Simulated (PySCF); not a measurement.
CH3F, SMILES CF. Coordinates come from a PBE-D3(BJ)/def2-TZVP optimisation.

All values below come from PBE-D3(BJ)/def2-TZVP in PySCF.

Harmonic wavenumbers (cm⁻¹): 1030, 1153, 1153, 1434, 1440, 1440, 2955, 3039, 3039. Rotational constants (GHz): 154.4, 25.26, 25.26; symmetry number 3.

Problem. Work out the zero-point energy and the ideal-gas rigid-rotor harmonic-oscillator thermochemistry at 298.15 K and 1 atm.

Solution. ZPE = ½ Σ hcν = ½ × 16681 cm⁻¹ = 99.77 kJ/mol. H − E(el) = 109.93 kJ/mol. Entropy in J/(mol K): translation 152.74, rotation 69.23, vibration 0.96, total 222.93. G − E(el) = 43.47 kJ/mol. Cp = 37.87 J/(mol K).
